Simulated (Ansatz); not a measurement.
A calculation with Ansatz (development build ahead of 0.2.0).

```yaml
crystal:
  periodic: [false, false, false]
  atoms:
    - { symbol: O, position_ang: [0.0, 0.0, 0.69681] }
    - { symbol: C, position_ang: [0.0, 0.0, -0.52331] }
    - { symbol: H, position_ang: [0.0, 0.97672, -1.13747] }
    - { symbol: H, position_ang: [0.0, -0.97672, -1.13747] }
basis:
  gaussian: { orbitals: cc-pVTZ }
hamiltonian:
  xc: hf
correlation:
  method: ccsd_t
  frozen_orbitals: { C: 1, H: 0, O: 1 }
```

The input is written out in the form of the current development build from the run's settings.

The run gave:

| Quantity | Value |
| --- | --- |
| Converged | yes |
| Reference energy | -113.90529 hartree |
| Correlation energy | -0.42567 hartree |
| Total energy | -114.33097 hartree |
| Spin squared of the determinant | 0.000 |
| Stability test | minimum among restricted orbitals |
| T1 diagnostic | 0.016 |
| Occupied orbitals by symmetry in an Abelian subgroup (alpha; beta) | 5 A1 1 B1 2 B2; 5 A1 1 B1 2 B2 |
